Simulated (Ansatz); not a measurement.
Fluorite CeO2 was calculated with LDA (Ansatz, a program for electronic structure, PAW).

Input file:

Ansatz 0.2 input:
```yaml
crystal:
  lattice:
    - [0.0, 2.6969760954, 2.6969760954]
    - [2.6969760954, 0.0, 2.6969760954]
    - [2.6969760954, 2.6969760954, 0.0]
  atoms:
    - { symbol: Ce, position: [0.0, 0.0, 0.0] }
    - { symbol: O, position: [0.25, 0.25, 0.25] }
    - { symbol: O, position: [0.75, 0.75, 0.75] }
basis:
  ecutwfc: 520
  ecutrho_ratio: 4
  xc_grid: 2
kpoints:
  mp_grid: { grid: [10, 10, 10] }
hamiltonian:
  xc: lda
  dispersion: none
  pseudopotentials: { kind: paw }
scf:
  occupations: { method: fermi_dirac, width: 0.01 }
output:
  forces: true
  stress: true
  eigenvalues: true
relax:
  f_tol: 0.004
  escape_saddle: false
  max_steps: 80
```

Excerpt of the program's output:

```
WARN output.stress: scf.convergence.dr2_threshold = 1e-7 eV (the SCF's general default) is looser than the 3e-10 eV advised for a printed stress (1e-10 eV for …
Relaxation: its limit of steps is 80 (relax.max_steps)
Crystal: 3 atoms, lattice volume = 39.234 Å³
Basis set: ecut = 520 eV, 1067 PW (Γ), exchange–correlation on 60×60×60 points (8 copies of the dense FFT grid, shifted against one another)
Bands: 22, of which v1, the nominal top of the filled ones, is band 12 counted from 1 (11 counted from 0)
Symmetry: 48 space group operations
Space group: Fm-3m (ITA 225), of the structure as read, at distance tolerance 3.4e-5 Å
k-points: 47 of 1000
Functional: x = slater, c = lda
SCF iter   1: F=—  HF=-7513.718399 eV  |F-HF|=—  |Δ(HF+E_count)|=         —  Δρ=2.88e-2  dr2=3.35e-1
SCF iter   2: F=—  HF=-7513.990545 eV  |F-HF|=—  |Δ(HF+E_count)|=   2.72e-1  Δρ=6.54e-2  dr2=1.89e0
  ...
SCF iter   8: F=—  HF=-7513.682839 eV  |F-HF|=—  |Δ(HF+E_count)|=   5.00e-6  Δρ=2.44e-5  dr2=2.90e-7
SCF iter   9: F=-7513.682839 eV  HF=-7513.682839 eV  |F-HF|=8.48e-9  |Δ(HF+E_count)|=   5.29e-8  Δρ=5.81e-6  dr2=9.68e-9
SCF 1 converged in 9 iterations: F = -7513.682839 eV  dr2 = 9.68e-9
relax step   1: F+E_penalty+E_count = -7513.68283868 eV  Δ(F+E_penalty+E_count) = +0.000e0 eV  max|allowed force component| = 9.252e-18 eV/Å  Δτ_max = 0.0000 Å  (9 SCF iters, accepted)
SCF converged after 9 iterations
Free energy (F): -7513.682839 eV
Internal energy: -7513.682839 eV  (E = F + TS)
E sigma→0 (E₀):  -7513.682839 eV
Fermi energy:    11.972095 eV
--- Forces (eV/Å), atoms counted from 1 ---
  atom   1  Ce    -0.00000000     0.00000000     0.00000000
  atom   2  O      0.00000000     0.00000000     0.00000000
  atom   3  O      0.00000000     0.00000000     0.00000000
--- Stress (GPa, compression-positive) ---
       -3.919911       0.000000       0.000000
        0.000000      -3.919911       0.000000
        0.000000       0.000000      -3.919911
  P = ⅓ Tr σ = -3.9199 GPa (-39.199 kbar)
```

The cell is one volume of an energy–volume scan, off the minimum.

The PAW data were made under PBE.
